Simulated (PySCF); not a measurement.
Work out the structure from these simulated measurements.

Formula: C5H4O.

| Property | Result |
| --- | --- |
| 13C NMR | chemical shifts (computed TMS as zero) by class: 210.9 (1 C), 155.4 (2 C), 124.9 (2 C) ppm [GIAO PBE0/pcSseg-1] |
| NMR, other nuclei | isotropic shieldings of nuclei other than C and H, by class: -443 (1 O) ppm [GIAO PBE0/pcSseg-1] |
| Rotational structure | rotational constants A, B, C: 8.397, 3.956, 2.689 GHz [GFN2-xTB] |
| 1H NMR | chemical shifts (computed TMS as zero) by class: 7.25 (2 H), 5.37 (2 H) ppm [GIAO PBE0/pcSseg-1] |
| Dipole | 3.14 D [PBE0/pcSseg-1] |
| Couplings | largest of the computed one-bond spin–spin couplings (means over like bonds): 13C–1H +185.2 (×2), 13C–1H +178.4 (×2), 13C–13C +78.2 (×2), 13C–13C +53.0 (×2), 13C–13C +48.3, 17O–13C +34.8 Hz [B3LYP/pcJ-1, spin–dipole term left out] |

Gas-phase values; electronic properties from PySCF, density fitting. Levels stand in brackets. Geometry: GFN2-xTB; no solvent, vibrations or thermal averaging. NMR classes are plain means over equivalent atoms (diastereotopic ones count apart unless rotation or inversion swaps them), as if these changed places fast.

Problem. What is the compound? Reason from the data.

Solution. Numbering: `[O:1]=[C:2]1[CH:3]=[CH:4][CH:5]=[CH:6]1`. Its formula, C5H4O, gives 4 degrees of unsaturation: 1 ring and 3 π bonds in the structure found. 5 carbons fall into 3 classes; from least to most shielded: ketone carbonyl carbon [C2] (210.9 ppm), alkene CH carbon [C4/C5] (155.4 ppm, 2 C), alkene CH carbon [C3/C6] (124.9 ppm, 2 C). Hydrogen classes from least to most shielded: 2 H on 2 alkene CH carbons, C4/C5 (7.25 ppm), 2 H on 2 alkene CH carbons, C3/C6 (5.37 ppm). The other shieldings belong to: -443 ppm, ketone oxygen [O1]. The couplings run between: +185.2 Hz, alkene CH carbon [C3] and its hydrogen (with 1 like pair); +178.4 Hz, alkene CH carbon [C4] and its hydrogen (with 1 like pair); +78.2 Hz, alkene CH carbon [C3] and alkene CH carbon [C4] (with 1 like pair); +53.0 Hz, ketone carbonyl carbon [C2] and alkene CH carbon [C3] (with 1 like pair); +48.3 Hz, alkene CH carbon [C4] and alkene CH carbon [C5]; +34.8 Hz, ketone oxygen [O1] and ketone carbonyl carbon [C2]. The optimised geometry has point group C2v and is an asymmetric top. Structure: cyclopentadienone, `C1(=O)C=CC=C1`. Computed isomers that give other values at the same levels: `C=Cc1cc1=O` (13C chemical shifts (computed TMS as zero) by class: 172.8 (1 C), 155.2 (1 C), 151.8 (1 C), 147.9 (1 C), 127.2 (1 C) ppm). The assignments are read from this structure; whether some other isomer fits the data as well wasn't checked.
